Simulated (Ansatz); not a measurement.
1T (CdI2-type) PtSe2 was calculated with r²SCAN (Ansatz, a program for electronic structure, plane waves, PAW).

Run with plane-wave cutoff 500 eV, 12×12×8 k mesh (along the axes of the cell as run), Fermi–Dirac smearing 0.05 eV, scalar-relativistic PAW data made under PBE.

Cell (relaxed at this level):

```xyz
3
Lattice="3.7173 0.0000 0.0000 -1.8587 3.2193 0.0000 0.0000 0.0000 5.8201" Properties=species:S:1:pos:R:3 pbc="T T T"
Pt     0.0000     0.0000     0.0000
Se     1.8587     1.0731     4.5083
Se     0.0000     2.1462     1.3118
```

**Question.** Predict the band gap.

**Answer.** 
* **band gap**: 0.62 eV (on the SCF k mesh)

Measured, for comparison: band gap 0 eV (temperature not stated, not corrected to a static lattice, semimetal, ARPES; as tabulated in Two-dimensional noble-metal chalcogenides and phosphochalcogenides, Angew. …).

Note: the cell comes from a level without a dispersion term, which matters for the spacing of layers, chains or molecules; the cell has widely spaced layers and the level no dispersion term, so their spacing and the moduli can rest on weak binding.

Spin–orbit coupling is not included; with these elements it can move the gap by several tenths of an eV or more.

Static lattice: no zero-point or thermal effects.
